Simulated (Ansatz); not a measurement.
# H3OSi2: the cost of one run

All numbers below are computed with Ansatz 0.2.0 (UKS PBE0-D4/def2-SVP).

## Step 1: Starting point

Bond lengths: O1–Si2 1.512 Å, Si2–Si3 2.246 Å, Si2–H4 1.466 Å, Si3–H5 1.467 Å, Si3–H6 1.461 Å. Angles: O1–Si2–Si3 127.1°, O1–Si2–H4 121.9°, Si3–Si2–H4 110.8°, Si2–Si3–H5 122.5°, Si2–Si3–H6 127.1°, H5–Si3–H6 107.6°.

As a file:

```xyz
6

O    -0.5451   -2.0625    1.1414
Si   -0.3571   -1.1084   -0.0166
Si    0.2307    1.0570    0.0922
H    -0.6566   -1.4977   -1.3977
H     0.6394    1.8231   -1.0906
H     0.6887    1.7886    1.2713
```

## Step 2: Relaxing end A

input.yaml reads:

```yaml
crystal:
  periodic: [false, false, false]
  atoms:
    - { symbol: O, position_ang: [-0.54508, -2.06252, 1.14137] }
    - { symbol: Si, position_ang: [-0.35712, -1.10845, -0.0166] }
    - { symbol: Si, position_ang: [0.2307, 1.057, 0.09224] }
    - { symbol: H, position_ang: [-0.65659, -1.49767, -1.39769] }
    - { symbol: H, position_ang: [0.63937, 1.82309, -1.09064] }
    - { symbol: H, position_ang: [0.68871, 1.78856, 1.27131] }
magnetization:
  spin_polarized: true
  initial_magnetization: 1
basis:
  gaussian: { orbitals: def2-SVP }
hamiltonian:
  xc: pbe0
  dispersion: d4
relax:
  f_tol: 0.015
  max_steps: 40
```

The run is started by

```sh
> ansatz run input.yaml --threads 1 --pin off --max-ram 2048MiB --backend cpu --events-out ev --progress --plain --runs-dir out
```

Q: Estimate wall time and peak memory on 1 thread of an Arm CPU, shared host.

About 21 s, with a peak of 0.14 GiB.
